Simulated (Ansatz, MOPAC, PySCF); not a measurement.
Barrier height from NH3 (SMILES N) + C2H5 (SMILES [CH2]C) to the transition structure C2H8N, without zero-point energy, on the benchmark's geometries as Psi4's copy of the set gives them.
Transition structure (charge 0, multiplicity 2):
```xyz
11

C     -1.48570    -0.44816    -0.00002
C     -0.50504     0.70174     0.00003
N      1.86516    -0.34017    -0.00006
H     -1.35419    -1.07651    -0.88050
H     -1.35416    -1.07661     0.88038
H     -2.51702    -0.08617     0.00003
H     -0.52222     1.31612    -0.89722
H     -0.52221     1.31603     0.89734
H      0.66505     0.14796    -0.00003
H      2.24664     0.15972    -0.80481
H      2.24644     0.15913     0.80515
```
Reactant (charge 0, multiplicity 1):
```xyz
4

N      0.000     0.000     0.113
H      0.000     0.938    -0.263
H      0.812    -0.469    -0.263
H     -0.812    -0.469    -0.263
```

Open shells are unrestricted; no spin–orbit coupling.

The state that PM3 reach isn't checked.

Run with Ansatz (Gaussian basis) for Hartree–Fock, density functionals and correlated methods; MOPAC for PM3 (differences of heats of formation); PySCF for the dispersion terms. Each number belongs to the level named beside it.

One of these levels gives 53.0 kJ/mol for the barrier height. Which?
A. PM3
B. BHLYP-D4/def2-TZVPPD
C. PBE0/def2-TZVPPD
D. r2SCAN-D3(BJ)/def2-TZVPPD

D, r2SCAN-D3(BJ)/def2-TZVPPD. The others give 101.1 (PM3), 61.2 (PBE0/def2-TZVPPD), 78.4 (BHLYP-D4/def2-TZVPPD)

Ansatz is a program for electronic structure.
